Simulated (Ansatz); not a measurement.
System: solid bromine. Method: LC-ωPBE (Ansatz, an electronic-structure program, plane waves, PAW).

Settings: plane-wave cutoff 460 eV, 8×8×4 k mesh (along the axes of the cell as run), Fermi–Dirac smearing 0.01 eV, scalar-relativistic PAW data made under PBE.

Cell (relaxed at this level):

```xyz
4
Lattice="2.5281 -3.5508 0.0000 2.5281 3.5508 0.0000 0.0000 0.0000 9.0704" Properties=species:S:1:pos:R:3 pbc="T T T"
Br     4.4358     0.0000     8.1283
Br     3.1485     0.0000     3.5931
Br     1.9077     0.0000     5.4773
Br     0.6204     0.0000     0.9421
```

Problem. What does this level give for the band gap and smallest direct gap on the k points sampled?

Solution. 
- band gap = 8.96 eV (on the SCF k mesh) (indirect)
- smallest direct gap on the k points sampled = 9.04 eV

Note: the cell comes from a level without a dispersion term, which matters for the spacing of layers, chains or molecules.

Spin–orbit coupling is not included.

Computed values are for the static lattice.
